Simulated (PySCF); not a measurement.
**Ionisation energy of P by level of theory**

P [Ne] 3s2 3p3 (4S) → P⁺ [Ne] 3s2 3p2 (3P), as a difference of total energies. Calculation: PySCF 2.14, in aug-cc-pV(Q+d)Z (7s6p5d3f2g, 89 functions); no relativity, point nucleus. Correlated levels: valence: [Ne] frozen. The calculations carry no spin-orbit coupling.

Order these methods by the ionisation energy they give, lowest first.
A. PW91
B. LDA
C. SCS-MP2 (valence)
D. LC-wPBE

C (10.345 eV), A (10.533 eV), B (10.578 eV), D (10.606 eV).

A first-order spin-orbit estimate (lowest level to lowest level, LS coupling) adds -0.034 eV.

Errors of the correlated levels include the incompleteness of this basis and the frozen core.

For comparison: 10.487 eV (measured; NIST Atomic Spectra Database, ionization energies).
